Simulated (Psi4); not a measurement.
**CH4Si (SMILES C[SiH]): entropy by statistical mechanics**

A singlet with charge 0, relaxed at BP86/def2-SVP (density fitting) (Psi4 1.11):

```xyz
6

C    -0.1023   -0.3704   -0.3839
Si    0.9230    0.2116    1.1304
H    -1.1844   -0.4162   -0.1172
H     0.2092   -1.3554   -0.7865
H    -0.0364    0.3881   -1.1993
H     0.1351    1.5414    1.2883
```

Harmonic wavenumbers in cm⁻¹: 110, 534, 606, 645, 908, 1179, 1358, 1373, 1930, 2925, 3000, 3059.

Masses in u: C 12.011, Si 28.085, H 1.008. Take T = 298.15 K, p = 1 bar, R = 8.3145 J/(mol K), kT/hc = 207.22 cm⁻¹, rigid rotor and harmonic oscillator.

**Question.** Compute the standard molar entropy.

**Answer.** 
1. Translation (Sackur–Tetrode): S = R[3/2 ln M + 5/2 ln T − 1.1517] with M = 44.128 gives 156.1 J/(mol K).
2. Rotation: principal moments 5.577, 41.828, 44.244 u Å² give A, B, C = 3.0229, 0.403, 0.381 cm⁻¹; the symmetry number is σ = 1; q = (√π/σ)√((kT/hc)³/ABC) = 7761; S = R(ln q + 3/2) = 86.9.
3. Vibration: with u = ν̃/207.22, each mode gives R[u/(eᵘ − 1) − ln(1 − e⁻ᵘ)]; the sum is 20.5, most from 110 cm⁻¹ (13.7), 534 cm⁻¹ (2.4), 606 cm⁻¹ (1.8).
4. Spin: R ln 1 = 0.0.
5. Sum: 156.1 + 86.9 + 20.5 + 0.0 = 263.5 J/(mol K).

No measured value is set beside it here. Where a soft mode is a torsion, a harmonic oscillator describes it poorly.
